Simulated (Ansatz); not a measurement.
# BClH4O: the cost of one run

Method: RKS B3LYP-D4/def2-SVP, in Ansatz 0.2.0.

## (1) The starting structure

Bond lengths: B1–O2 1.760 Å, O2–H3 1.010 Å, B1–H4 1.190 Å, B1–H5 1.190 Å, B1–Cl6 2.160 Å, O2–H7 1.123 Å, Cl6–H7 1.362 Å. Angles: B1–O2–H3 109.5°, B1–O2–H7 85.7°, H3–O2–H7 110.2°, O2–B1–H4 120.0°, O2–B1–H5 120.0°, O2–B1–Cl6 71.6°, H4–B1–H5 120.0°, H4–B1–Cl6 96.8°, H5–B1–Cl6 101.3°, B1–Cl6–H7 65.3°, O2–H7–Cl6 137.3°.

As a file:

```xyz
7

B     0.0000    0.0000    0.0000
O     0.0000    0.0000    1.7600
H    -0.9095   -0.2814    2.0971
H     1.0305    0.0000   -0.5950
H    -1.0305    0.0000   -0.5950
Cl    0.0968    2.0475    0.6811
H     0.0529    1.1186    1.6763
```

## (2) A restrained relaxation towards end A

Springs on the bonds that form and break draw the guess towards this end; the thresholds are loose.

The input, input.yaml:

```yaml
crystal:
  periodic: [false, false, false]
  atoms:
    - { symbol: B, position_ang: [0.0, 0.0, 0.0] }
    - { symbol: O, position_ang: [0.0, 0.0, 1.76] }
    - { symbol: H, position_ang: [-0.9095, -0.2814, 2.0971] }
    - { symbol: H, position_ang: [1.0305, 0.0, -0.595] }
    - { symbol: H, position_ang: [-1.0305, 0.0, -0.595] }
    - { symbol: Cl, position_ang: [0.0968, 2.0475, 0.6811] }
    - { symbol: H, position_ang: [0.0529, 1.1186, 1.6763] }
basis:
  gaussian: { orbitals: def2-SVP }
hamiltonian:
  xc: b3lyp
  dispersion: d4
relax:
  f_tol: 0.15
  max_steps: 25
  restrain:
    - { distance: [0, 5], at: 3.06, k: 30.0 }
    - { distance: [6, 1], at: 2.21, k: 30.0 }
    - { distance: [0, 1], at: 1.41, k: 30.0 }
    - { distance: [6, 5], at: 1.37, k: 30.0 }
```

Command:

```bash
$ ansatz run input.yaml --threads 1 --pin off --max-ram 2048MiB --backend cpu --events-out ev --progress --plain --runs-dir out
```

What time and memory should one allow on 1 thread of Intel Xeon Platinum 8488C (Sapphire Rapids), shared host?

About 17 s, with a peak of 0.15 GiB.
